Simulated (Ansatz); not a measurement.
Elastic constant C11 (GPa) of solids drawn from the class of tetrahedrally bonded semiconductors and semimetals, at two levels: PBE (plane waves, PAW; Ansatz, a first-principles code), and Hartree–Fock (PAW; Ansatz).

| solid | PBE | Hartree–Fock | shift (%) |
|---|---|---|---|
| 2H-SiC | 493 | 596 | +21 |
| zinc-blende CdSe | 56.5 | 62.0 | +9.7 |
| zinc-blende CdS (metastable phase) | 66.6 | 71.6 | +7.5 |
| wurtzite AlN | 373 | 465 | +25 |
| zinc-blende AlAs | 104 | 134 | +29 |
| zinc-blende AlN (metastable phase) | 281 | 349 | +24 |
| zinc-blende GaAs | 99.4 | 136 | +37 |
| zinc-blende BP | 340 | 399 | +17.4 |
| zinc-blende ZnS | 96.9 | 98.4 | +1.5 |
| 3C-SiC | 384 | 470 | +22 |

The shifts run from +1.5 % to +37 %, with a median of +22 %.

Of 10 rows, Hartree–Fock is the larger in 10 and the smaller in 0.

Ansatz's runs of these crystals have no spin polarisation.

Each level is taken at its own relaxed cell. Ansatz's density-functional and Hartree–Fock values are scalar-relativistic unless marked +SOC, with PAW data made under PBE.
